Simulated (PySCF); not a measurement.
All numbers come from PBE0/[Al def2-TZVPD, H def2-TZVPD], no relativity, density fitting, PySCF. Open shells, if any, are unrestricted.

What shape and geometry does isolated singlet AlH₄⁻ take (every ligand bound to Al)?

Counting electrons, aluminium keeps none of its valence electrons outside its bonds, so the VSEPR class is AX4 and the expected shape is tetrahedral (Td), as computed. The lowest minimum found is a singlet of Td symmetry with Al–H 1.646 Å (×4); H–Al–H 109.5° (×6). Its harmonic wavenumbers are 750 (e), 763 (t2), 1647 (t2), 1728 (a1) cm⁻¹ and its dipole moment is 0.00 D about the centre of mass.

Only a few start shapes were tried, so a lower isomer may exist. The lowest empty level of this anion is unbound, so it and the gap depend on the basis.
